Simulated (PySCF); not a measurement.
Level of theory: core-valence-separated Tamm–Dancoff BHandHLYP/aug-pcX-1 (pcseg-1 on H) in PySCF, non-relativistic, gas phase, PBE0-D3(BJ)/def2-SVP geometry. Absolute energies from this functional tend to lie a few eV below measured edges; no shift was applied.

Main lines of an unknown, eV (oscillator strength): C K: 284.1 (0.052), 284.4 (0.055), 285.0 (0.071), 286.2 (0.018), 286.3 (0.014); N K: 397.7 (0.060), 399.6 (0.010), 400.2 (0.041), 400.5 (0.034), 401.4 (0.020). Listed: the first five lines at most of each edge with a tenth or more of its strongest line's intensity; roots within 0.03 eV on the same or equivalent atoms are summed. Only the lowest roots were sought, and the top ones are left out.

Question: Which candidate gives them?
A. `Nc1cn[nH]c1`
B. `Cn1nccn1`

Answer: A. 

- `Nc1cn[nH]c1`: C K: 284.1 (0.052), 284.4 (0.055), 285.0 (0.071), 286.2 (0.018), 286.3 (0.014); N K: 397.7 (0.060), 399.6 (0.010), 400.2 (0.041), 400.5 (0.034), 401.4 (0.020). First C line listed at 284.1 eV, hole on the aromatic CH next to a ring nitrogen (1s→π*); first N line listed at 397.7 eV, hole on the pyridine-type nitrogen.
- `Cn1nccn1`: C K: 284.0 (0.029), 284.1 (0.093), 286.6 (0.034), 286.7 (0.011), 286.8 (0.014); N K: 397.6 (0.122), 400.3 (0.046), 403.0 (0.024), 403.3 (0.028). First C line listed at 284.0 eV, hole on the aromatic CH next to a ring nitrogen (1s→π*); first N line listed at 397.6 eV, hole on the pyridine-type nitrogen.

One conformer each; other structures than these candidates weren't tested.

Conformer computed: `[NH2:1][c:2]1[cH:3][n:4][nH:5][cH:6]1`: H–N1–C2–C3 156°, H–N1–C2–C3 29°.
